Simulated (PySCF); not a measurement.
Gas-phase reaction: 3 H₂SiNH + 2 Si(NH₂)₄ = 5 H₃SiNH₂ + 3 N₂

Computed with PySCF (xtb for GFN2) and rigid-rotor harmonic-oscillator thermochemistry at 1 bar. † marks an energy on the PBE0/def2-TZVP geometry and frequencies; other levels use their own. MP2 freezes the core. 6-31G* has spherical d functions here. All species are closed-shell singlets. B3LYP is the form with VWN-RPA correlation. H₂SiNH, Si(NH₂)₄, H₃SiNH₂: computed as isolated molecules; such fragments, hydroxides, amides, oligomers or adducts are transient or little studied in the gas. MP2 isn't extrapolated to the basis-set limit; its ΔH°(298 K) is -199.7 kJ in def2-SVP and 2.6 kJ in def2-TZVPP. The harmonic model lacks anharmonicity and excited electronic states, which grow with temperature; levels with a mode under 35 cm⁻¹ are left out. Internal rotation in Si(NH₂)₄, H₃SiNH₂ is treated as a harmonic vibration of one conformer, which makes the entropy rough.

ΔH° and ΔS° at 298 K: B3LYP/6-31G* -136 kJ, 482 J/K; B3LYP/def2-TZVP† -43 kJ, 487 J/K; GFN2-xTB 561 kJ, 437 J/K; M06-2X/def2-TZVP† 18 kJ, 487 J/K; MP2/def2-SVP† -200 kJ, 487 J/K; PBE/def2-SVP -42 kJ, 468 J/K.

Q: With the heat capacities included, give log10 K (1 bar) at 500, 800, 1600, 1800, 2000 K from B3LYP/6-31G*, B3LYP/def2-TZVP†, GFN2-xTB, M06-2X/def2-TZVP†, MP2/def2-SVP†, PBE/def2-SVP.

A: 
```json
[
 {"T (K)": "500", "B3LYP/6-31G*": "39.2", "B3LYP/def2-TZVP†": "29.8", "GFN2-xTB": "-35.9", "M06-2X/def2-TZVP†": "23.4", "MP2/def2-SVP†": "46.1", "PBE/def2-SVP": "28.6"},
 {"T (K)": "800", "B3LYP/6-31G*": "33.5", "B3LYP/def2-TZVP†": "27.7", "GFN2-xTB": "-14.2", "M06-2X/def2-TZVP†": "23.7", "MP2/def2-SVP†": "37.9", "PBE/def2-SVP": "26.5"},
 {"T (K)": "1600", "B3LYP/6-31G*": "28.4", "B3LYP/def2-TZVP†": "25.6", "GFN2-xTB": "3.6", "M06-2X/def2-TZVP†": "23.6", "MP2/def2-SVP†": "30.7", "PBE/def2-SVP": "24.5"},
 {"T (K)": "1800", "B3LYP/6-31G*": "27.8", "B3LYP/def2-TZVP†": "25.3", "GFN2-xTB": "5.5", "M06-2X/def2-TZVP†": "23.6", "MP2/def2-SVP†": "29.9", "PBE/def2-SVP": "24.2"},
 {"T (K)": "2000", "B3LYP/6-31G*": "27.3", "B3LYP/def2-TZVP†": "25.1", "GFN2-xTB": "7.0", "M06-2X/def2-TZVP†": "23.5", "MP2/def2-SVP†": "29.2", "PBE/def2-SVP": "23.9"}
]
```
